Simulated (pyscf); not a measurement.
Structures and frequencies: ωB97X-D3(BJ)/def2-SVP in PySCF.

HCl + HO–Ge(Cl)(Cl)–Cl -> Cl–Ge(Cl)(Cl)–Cl + H₂O
Surface: singlet. Broken: Cl–H, Ge–O. Formed: Cl–Ge, H–O. Give ΔE‡ and ΔE from ωB97M-D3(BJ)/def2-TZVP, relative to the separated reactants.

ΔE‡ = 69.8 kJ/mol, ΔE = -25.5 kJ/mol. Zero-point energy shifts the barrier by +2.7 kJ/mol. It is a four-centre exchange, with an imaginary mode of 777i cm⁻¹. On the reactant side the descent ends in a complex, 17.3 kJ/mol under the separated species and 79.7 kJ/mol under the saddle at ωB97X-D3(BJ)/def2-TZVP. One saddle was located; it need not be the lowest between these sides. Elements up to Kr have no core potential and no relativistic terms here.
